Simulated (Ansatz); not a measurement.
For hcp Be, rVV10 (plane waves, PAW; Ansatz, an electronic-structure program) gives:

lattice parameter a: 2.251 Å
c axis length: 3.554 Å

**Question.** What does r²SCAN (Ansatz, plane waves, PAW) give for the same quantities?

**Answer.** 
- lattice constant a: 2.264 Å (grows by 0.6 %)
- lattice parameter c: 3.564 Å (increases by 0.3 %)

For comparison: lattice constant a 2.286 Å (measured, 293 K, no zero-point or thermal correction, our sources range from 2.286 to 2.290; as tabulated in Wikipedia's data pages); lattice parameter c 3.584 Å (measured, 293 K, not corrected to a static lattice; as tabulated in Wikipedia's data pages).

Changes are worked out from the printed values.

Unless a cell is named, each level is at its own relaxed cell (rVV10 7.80, r²SCAN 7.91 Å³/atom).

Ansatz's density-functional and Hartree–Fock values are scalar-relativistic unless marked +SOC, with PAW data made under PBE.
